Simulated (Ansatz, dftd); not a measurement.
System: C₄H₅, charge 0, doublet. C4H5 (SMILES [CH]1[C@@H]2C[C@H]12, doublet).
B3LYP-D3(BJ)/def2-TZVP minimum from Ansatz (a program for electronic structure):
```xyz
9

C     -0.0105     1.1649     0.2808
C      0.0034    -1.0856     0.3584
C      0.7812     0.0534    -0.2214
C     -0.7771     0.0433    -0.2375
H     -0.0127     2.1640    -0.1347
H     -0.0071    -1.1963     1.4393
H      0.0151    -2.0215    -0.1909
H      1.4306     0.0079    -1.0831
H     -1.4079    -0.0105    -1.1124
```
Charge 0, spin multiplicity 2.

Quantity: atomisation energy (electronic, to ground-state atoms), in kJ/mol. Radicals and triplets start from unrestricted determinants; spin-orbit coupling is neglected. Correlated methods leave the cores frozen. No relativity. For partners of very few electrons the exact lower level stands in for a higher one.

| level | program | atomisation energy (kJ/mol) |
|---|---|---|
| PBE/def2-TZVPD | Ansatz | 3800.2 |
| r2SCAN/def2-TZVPD | Ansatz | 3708.8 |
| B3LYP-D3(BJ)/def2-TZVPD | Ansatz + dftd3 | 3675.8 |
| PBE0-D3(BJ)/def2-TZVPD | Ansatz + dftd3 | 3748.1 |
| PBE0-D4/def2-TZVPD | Ansatz + dftd4 | 3747.2 |
| r2SCANh-D4/def2-TZVPD | Ansatz + dftd4 | 3692.7 |
| r2SCANh/def2-TZVPD | Ansatz | 3689.4 |
| CAM-B3LYP-D4/def2-TZVPD | Ansatz + dftd4 | 3687.5 |
| wB97M-V/def2-TZVPD | Ansatz | 3685.0 |
| MP2/cc-pVTZ | Ansatz | 3652.9 |
| CCSD(T)/cc-pVTZ | Ansatz | 3572.6 |
| CCSDT(Q)/cc-pVDZ | Ansatz | 3389.5 |
